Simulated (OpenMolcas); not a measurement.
# AlH2Cl (SMILES [AlH2][Cl]): the vertical ionisation energy from total energies

The species is AlH2Cl (4 atoms), meant as a singlet with charge 0. As SMILES, `[AlH2][Cl]`. The shape comes from GFN2-xTB, which is rough for such elements, and wasn't checked as a minimum.

Both states at this one shape; open shells run unrestricted unless said. 1 Eh = 27.2114 eV.

```
        level     program  singlet AlH2Cl (Eh)  doublet AlH2Cl+ (Eh)  HOMO of the first (eV)
r2SCAN/STO-3G  OpenMolcas          -695.917901           -695.591063                   -4.95
  PBE0/STO-3G  OpenMolcas          -695.704725           -695.370976                   -6.03
```

Task: Work out the vertical ionisation energy at each level.

Result: 
1. r2SCAN/STO-3G: -695.591063 − (-695.917901) = 0.326838 Eh = 8.89 eV; −ε(HOMO) = 4.95 eV.
2. PBE0/STO-3G: -695.370976 − (-695.704725) = 0.333749 Eh = 9.08 eV; −ε(HOMO) = 6.03 eV.

No measured value is set beside it here; the levels span 8.89 to 9.08 eV. In semi-local functionals −ε(HOMO) lies far under the ionisation energy, a result of self-interaction, while the difference of totals does much better. Minimal sets are far from the basis-set limit.
